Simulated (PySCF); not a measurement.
Compound: 4-chloro-1-butene, C₄H₇Cl.
Bonds: C1–C2 (double), C2–C3, C3–C4, C4–Cl5. Hydrogens: H6, H7 on C1; H8 on C2; H9, H10 on C3; H11, H12 on C4.

The same species was optimised twice, with GFN2-xTB and with PBE0-D3(BJ)/def2-SVP (PySCF), and the same property calculations (PySCF, gas phase) were run on both structures.

```csv
coordinate,GFN2-xTB,PBE0-D3(BJ)/def2-SVP,change
C1–H7 (Å),1.078,1.095,+0.017
C1–H6 (Å),1.076,1.093,+0.017
C2–H8 (Å),1.082,1.098,+0.016
C1=C2 (Å),1.319,1.333,+0.014
C3–H9 (Å),1.093,1.104,+0.011
C3–H10 (Å),1.091,1.101,+0.010
C4–H11 (Å),1.090,1.100,+0.010
C4–H12 (Å),1.090,1.099,+0.009
C3–C4 (Å),1.524,1.519,-0.005
C4–Cl5 (Å),1.785,1.788,+0.003
C2–C3 (Å),1.498,1.497,-0.001
C1–C2–H8 (°),120.5,118.8,-1.7
H11–C4–H12 (°),109.7,108.2,-1.5
H9–C3–H10 (°),108.4,107.0,-1.4
C2–C3–C4 (°),110.2,111.4,+1.2
C1–C2–C3 (°),124.1,125.1,+1.0
H6–C1–H7 (°),116.3,117.1,+0.8
C3–C4–Cl5 (°),110.7,111.6,+0.9
C3–C2–H8 (°),115.4,116.1,+0.7
C1–C2–C3–C4 (°),118,117,-1
C2–C3–C4–Cl5 (°),179,178,-1
```

Rotational constants: A = 19040, B = 1449, C = 1430 MHz (GFN2-xTB) against A = 19140, B = 1428, C = 1411 MHz (PBE0-D3(BJ)/def2-SVP). Point groups within 0.08 Å: C1 and C1.

On the GFN2-xTB structure: lowest triplet, Tamm–Dancoff (eV) 4.51 [B3LYP/def2-SVPD]; isotropic polarisability (au) 65.7 [B3LYP/def2-SVPD]; HOMO (eV) -7.61 [B3LYP/def2-SVPD]; LUMO (eV) -0.46 [B3LYP/def2-SVPD]; dipole (D) 2.01 [B3LYP/def2-SVPD]; HOMO (eV) -7.82 [PBE0/pcSseg-1]; LUMO (eV) -0.12 [PBE0/pcSseg-1]; dipole (D) 2.05 [PBE0/pcSseg-1]; GIAO shielding of C1 (ppm) 61.9 [PBE0/pcSseg-1]; GIAO shielding of C2 (ppm) 43.8 [PBE0/pcSseg-1]; GIAO shielding of C3 (ppm) 141.7 [PBE0/pcSseg-1]; GIAO shielding of C4 (ppm) 137.5 [PBE0/pcSseg-1]; GIAO shielding of Cl5 (ppm) 854.2 [PBE0/pcSseg-1].

**Question.** What do these properties become on the PBE0-D3(BJ)/def2-SVP structure?

**Answer.** 
```json
{"property": "lowest triplet, Tamm–Dancoff (eV)", "level": "B3LYP/def2-SVPD", "on GFN2-xTB": "4.51", "on PBE0-D3(BJ)/def2-SVP": "4.38", "change": "-0.13"}
{"property": "isotropic polarisability (au)", "level": "B3LYP/def2-SVPD", "on GFN2-xTB": "65.7", "on PBE0-D3(BJ)/def2-SVP": "66.7", "change": "+1.0"}
{"property": "HOMO (eV)", "level": "B3LYP/def2-SVPD", "on GFN2-xTB": "-7.61", "on PBE0-D3(BJ)/def2-SVP": "-7.58", "change": "+0.03"}
{"property": "LUMO (eV)", "level": "B3LYP/def2-SVPD", "on GFN2-xTB": "-0.46", "on PBE0-D3(BJ)/def2-SVP": "-0.54", "change": "-0.08"}
{"property": "dipole (D)", "level": "B3LYP/def2-SVPD", "on GFN2-xTB": "2.01", "on PBE0-D3(BJ)/def2-SVP": "1.98", "change": "-0.03"}
{"property": "energy, GFN2-xTB geometry as zero (kcal/mol)", "level": "B3LYP/def2-SVPD", "on GFN2-xTB": "0.0", "on PBE0-D3(BJ)/def2-SVP": "-0.8", "change": "-0.8"}
{"property": "HOMO (eV)", "level": "PBE0/pcSseg-1", "on GFN2-xTB": "-7.82", "on PBE0-D3(BJ)/def2-SVP": "-7.79", "change": "+0.03"}
{"property": "LUMO (eV)", "level": "PBE0/pcSseg-1", "on GFN2-xTB": "-0.12", "on PBE0-D3(BJ)/def2-SVP": "-0.20", "change": "-0.08"}
{"property": "dipole (D)", "level": "PBE0/pcSseg-1", "on GFN2-xTB": "2.05", "on PBE0-D3(BJ)/def2-SVP": "2.03", "change": "-0.02"}
{"property": "energy, GFN2-xTB geometry as zero (kcal/mol)", "level": "PBE0/pcSseg-1", "on GFN2-xTB": "0.0", "on PBE0-D3(BJ)/def2-SVP": "-0.3", "change": "-0.3"}
{"property": "GIAO shielding of C1 (ppm)", "level": "PBE0/pcSseg-1", "on GFN2-xTB": "61.9", "on PBE0-D3(BJ)/def2-SVP": "57.7", "change": "-4.2"}
{"property": "GIAO shielding of C2 (ppm)", "level": "PBE0/pcSseg-1", "on GFN2-xTB": "43.8", "on PBE0-D3(BJ)/def2-SVP": "41.3", "change": "-2.5"}
{"property": "GIAO shielding of C3 (ppm)", "level": "PBE0/pcSseg-1", "on GFN2-xTB": "141.7", "on PBE0-D3(BJ)/def2-SVP": "141.6", "change": "-0.1"}
{"property": "GIAO shielding of C4 (ppm)", "level": "PBE0/pcSseg-1", "on GFN2-xTB": "137.5", "on PBE0-D3(BJ)/def2-SVP": "136.1", "change": "-1.4"}
{"property": "GIAO shielding of Cl5 (ppm)", "level": "PBE0/pcSseg-1", "on GFN2-xTB": "854.2", "on PBE0-D3(BJ)/def2-SVP": "850.0", "change": "-4.2"}
```

The heavy atoms differ by 0.016 Å rms after alignment. Among all bonds C1–H6, C1–H7 and C2–H8 change most and about equally (+0.016 to +0.017 Å). Changes are differences of the printed values. Neither structure is proved a minimum here.

Shape of the structure used: `[CH2:1]=[CH:2][CH2:3][CH2:4][Cl:5]`: C1–C2–C3–C4 117°, C2–C3–C4–Cl5 178°.
